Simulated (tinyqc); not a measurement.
Inside a calculation. Method: coupled-perturbed Hartree-Fock on RHF in the sto-3g basis, for H2O, spin multiplicity 1. One step of it, computed by the program tinyqc.

Question. Coupled step 1. U_ai = -(mu_ai + sum_bj [4 (ai|bj) - (ab|ij) - (aj|bi)] U_bj) / (e_a - e_i); alpha = -4 sum U_ai mu_ai.

uncoupled U:
```
           i1        i2        i3        i4        i5
a6  -0.002025  0.067605  0.000000  0.376230  0.000000
a7   0.000000  0.000000  0.415578  0.000000  0.000000
```

dipole integrals <a|z|i> (bohr):
```
          i1         i2         i3         i4        i5
a6  0.042324  -0.132793   0.000000  -0.422369  0.000000
a7  0.000000   0.000000  -0.610319   0.000000  0.000000
```

orbital energies (hartree): MO1 -20.234919, MO2 -1.299856, MO3 -0.651401, MO4 -0.458231, MO5 -0.395755, MO6 0.664405, MO7 0.817204

Two-electron integrals over orbitals (pq|rs), unique and non-zero (hartree):
```
(11|11) 4.743419    (21|11) -0.413025   (21|21) 0.057382    (22|11) 1.002714
(22|21) -0.012092   (22|22) 0.734761    (31|31) 0.011280    (32|31) 0.018344
(32|32) 0.149555    (33|11) 0.818037    (33|21) -0.004350   (33|22) 0.658474
(33|33) 0.650428    (41|11) 0.187313    (41|21) -0.022247   (41|22) 0.017555
(41|33) 0.006786    (41|41) 0.028949    (42|11) -0.115801   (42|21) 0.009583
(42|22) 0.016086    (42|33) 0.008023    (42|41) 0.019287    (42|42) 0.120085
(43|31) -0.003831   (43|32) 0.015491    (43|43) 0.044643    (44|11) 1.023743
(44|21) -0.014569   (44|22) 0.680489    (44|33) 0.612794    (44|41) -0.012456
(44|42) -0.104931   (44|44) 0.814484    (51|51) 0.026083    (52|51) 0.032239
(52|52) 0.142745    (53|53) 0.029995    (54|51) -0.013830   (54|52) -0.047115
(54|54) 0.058419    (55|11) 1.115326    (55|21) -0.011556   (55|22) 0.746864
(55|33) 0.640933    (55|41) 0.005204    (55|42) -0.061914   (55|44) 0.742353
(55|55) 0.880159    (61|11) -0.254311   (61|21) 0.038150    (61|22) -0.000393
(61|33) -0.000099   (61|41) -0.001849   (61|42) 0.019930    (61|44) -0.020358
(61|55) -0.006525   (61|61) 0.033649    (62|11) 0.322941    (62|21) -0.006903
(62|22) 0.146014    (62|33) 0.079724    (62|41) 0.018669    (62|42) 0.018222
(62|44) 0.098768    (62|55) 0.163953    (62|61) 0.005363    (62|62) 0.104338
(63|31) 0.003348    (63|32) -0.040881   (63|43) -0.024642   (63|63) 0.069084
(64|11) 0.197906    (64|21) -0.001614   (64|22) 0.084867    (64|33) 0.040993
(64|41) 0.003156    (64|42) -0.022381   (64|44) 0.112578    (64|55) 0.102381
(64|61) 0.000619    (64|62) 0.059690    (64|64) 0.057924    (65|51) 0.016829
(65|52) 0.062012    (65|54) -0.004735   (65|65) 0.040442    (66|11) 0.809732
(66|21) -0.006765   (66|22) 0.622136    (66|33) 0.579367    (66|41) 0.022359
(66|42) 0.062180    (66|44) 0.549879    (66|55) 0.592613    (66|61) 0.007849
(66|62) 0.097226    (66|64) 0.041920    (66|66) 0.600291    (71|31) 0.015871
(71|32) 0.023846    (71|43) -0.005600   (71|63) 0.004208    (71|71) 0.022407
(72|31) 0.013502    (72|32) 0.034432    (72|43) -0.034542   (72|63) 0.036903
(72|71) 0.017935    (72|72) 0.059426    (73|11) 0.360034    (73|21) -0.007841
(73|22) 0.128984    (73|33) 0.091878    (73|41) -0.001173   (73|42) -0.074037
(73|44) 0.166488    (73|55) 0.184803    (73|61) -0.007546   (73|62) 0.079097
(73|64) 0.068662    (73|66) 0.035590    (73|73) 0.149628    (74|31) -0.010158
(74|32) -0.077510   (74|43) 0.008657    (74|63) 0.040103    (74|71) -0.013955
(74|72) -0.016252   (74|74) 0.067781    (75|53) 0.023537    (75|75) 0.023997
(76|31) 0.009955    (76|32) 0.102938    (76|43) 0.040927    (76|63) -0.063599
(76|71) 0.013154    (76|72) -0.012201   (76|74) -0.056490   (76|76) 0.116184
(77|11) 0.882816    (77|21) -0.009725   (77|22) 0.631551    (77|33) 0.622865
(77|41) 0.004269    (77|42) -0.011225   (77|44) 0.619790    (77|55) 0.631627
(77|61) -0.005843   (77|62) 0.071934    (77|64) 0.037415    (77|66) 0.571726
(77|73) 0.092754    (77|77) 0.629048
```

Give: U after step 1; polarisability.

Answer.

U after step 1:
```
         i1      i2      i3      i4      i5
a6  -0.0009  0.0185  0.0000  0.4235  0.0000
a7   0.0000  0.0000  0.4070  0.0000  0.0000
```

polarisability = 1.7192 bohr^3
